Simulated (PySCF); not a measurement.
An unknown is described by computed data only.

Elements present: C, F, N and S. Monoisotopic mass: 100.9735 u.

- Dipole: 3.57 D [wB97X-D/def2-SVPD]
- Triplet: lowest triplet excitation (Tamm–Dancoff): 1.40 eV [TDA wB97X-D/def2-SVPD]
- 13C NMR: chemical shifts (computed TMS as zero) by class: 330.5 (1 C), 153.7 (1 C), 111.8 (1 C) ppm [GIAO PBE0/pcSseg-1]
- Valence photoelectron: vertical ionisation energy: 9.58 eV [ΔSCF wB97X-D/def2-SVPD]
- Rotational structure: rotational constants A, B, C: 5.520, 1.715, 1.309 GHz [PBE0-D3(BJ)/def2-SVP]
- UV, first state: lowest singlet excitation: 1.74 eV (714 nm, f = 0.000) [TDDFT wB97X-D/def2-SVPD]

Gas-phase values; electronic properties from PySCF, density fitting. Levels stand in brackets. Isolated species at its PBE0-D3(BJ)/def2-SVP geometry, gas phase. Each NMR value is the plain mean over a class of atoms that symmetry, rotation or inversion makes alike.

Question: Which formula fits the mass and the elements?

Answer: C3FNS (calculated 100.9735). No other formula that holds each of these elements comes within 0.0003 u with a fitting electron parity and a possible valence count.

Question: Give a SMILES that accounts for the data.

Answer: Numbering: `[N:1]#[C:2][C:3]([F:4])=[C:5]=[S:6]`. Its formula, C3FNS, gives 4 degrees of unsaturation: 0 rings and 4 π bonds in the structure found. 3 carbons fall into 3 classes; from least to most shielded: central carbon of cumulated double bonds [C5] (330.5 ppm), outer carbon of cumulated double bonds [C3] (153.7 ppm), nitrile carbon [C2] (111.8 ppm). S1 is mainly HOMO→LUMO (weight 0.99); the largest Löwdin shares of the orbital it empties are 0.35 on the sulfur bonded to C, 0.21 on the outer carbon of cumulated double bonds, 0.17 on the central carbon of cumulated double bonds and 0.11 on the nitrile nitrogen, of the orbital it fills 0.41 on the sulfur bonded to C, 0.38 on the central carbon of cumulated double bonds, 0.08 on the outer carbon of cumulated double bonds and 0.05 on the vinyl fluorine. The optimised geometry has point group Cs and is an asymmetric top. Structure: `N#CC(F)=C=S`. The assignments are read from this structure; whether some other isomer fits the data as well wasn't checked.
